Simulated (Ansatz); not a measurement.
How far a parabola holds: energy against volume of rock-salt KI

System: rock-salt KI. Method: r²SCAN in Ansatz (PAW). Settings: plane-wave cutoff 560 eV, 8×8×8 k mesh, Fermi–Dirac smearing 0.01 eV, scalar-relativistic PAW data made under PBE. The cell has no free parameter but its volume, all volumes share cutoff and mesh, and the runs aren't spin-polarised. Energies are free energies at the run's smearing, counted from the lowest row; static lattice.

| V (Å³/atom) | E (meV/atom) |
|---|---|
| 42.815 | 2.98 |
| 43.707 | 0.71 |
| 44.599 | 0.00 |
| 45.491 | 0.67 |
| 46.383 | 2.56 |
| 47.275 | ? |

Fit E against V with a parabola, and predict the withheld value at V = 47.275.

With u = V - 44.6, the rows have u = -1.7850, -0.8930, -0.0010, 0.8910, 1.7830. Least squares gives E = -0.002 - 0.0969·u + 0.8708·u². Residuals (row less fit): 0.034, -0.069, 0.002, 0.067, -0.034; standard error 0.076 (degrees of freedom: 2). The fitted curve has its minimum at V = 44.7, where E = 0.00. Its curvature is d²E/dV² = 2 × 0.8708 meV/Å⁶, so B = V0·d²E/dV² × 0.1602 = 12.5 GPa. At the withheld row, u = 2.6750, so E = -0.002 - 0.0969 × 2.6750 + 0.8708 × 2.6750² = 5.970 meV/atom. The calculation gives 5.54 meV/atom, 0.430 meV/atom below the prediction (7.8 % of the range of E in the table). The row lies outside the fitted rows, so this is an extrapolation. From the scatter of the fitted rows alone, a prediction at this place has a standard error of 0.180 meV/atom, so the miss is 2.4 times that.

The residuals are curvature that a parabola lacks, not noise. A solid that stiffens under compression and softens on expansion lies above the parabola at the compressed end and under it at the expanded end, as this row does. A third-order Birch-Murnaghan fit to the whole scan has B0 = 12.4 GPa. Only scans are tabulated whose curvature falls smoothly with volume, and where the parabola meets the shown rows within 5 % of their range and misses the end by 0.1 meV or more.

Measured, for comparison: bulk modulus 12.7 GPa (4 K, not corrected to a static lattice; as tabulated in Doll and Stoll (1998), arXiv:cond-mat/9801031). Computed less measured: bulk modulus -2.4 %.

Spin–orbit coupling is not included.

Ansatz is an electronic-structure program.
